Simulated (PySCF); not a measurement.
Delta-SCF ions had no search for a lower state. Excitations are Tamm–Dancoff values on a coarser integration grid. The basis has no diffuse functions, so Rydberg states are missing or too high.

## AlCl3, SMILES `[Cl][Al]([Cl])[Cl]` (charge 0, multiplicity 1)

Level of theory: PBE0-D3(BJ)/def2-TZVP (PySCF).

```yaml
HOMO: -9.38 eV
dipole_moment: 0.00 D
HOMO–LUMO gap: 8.12 eV
LUMO: -1.26 eV
S1 excitation (TDA): 6.71 eV
S1 oscillator strength: 0.000
T1 excitation (TDA): 6.42 eV
S1–T1 gap (TDA): 0.29 eV
vertical ionisation energy (Delta-SCF): 11.43 eV
total_energy: -1622.7324 Ha
cost: about 60 core-seconds (a rough figure)
```

```xyz
4

Cl     1.9024    -0.8080     0.0891
Al     0.0000     0.0000     0.0000
Cl    -0.2522     2.0533    -0.0125
Cl    -1.6502    -1.2454    -0.0766
```
Charge 0, spin multiplicity 1.
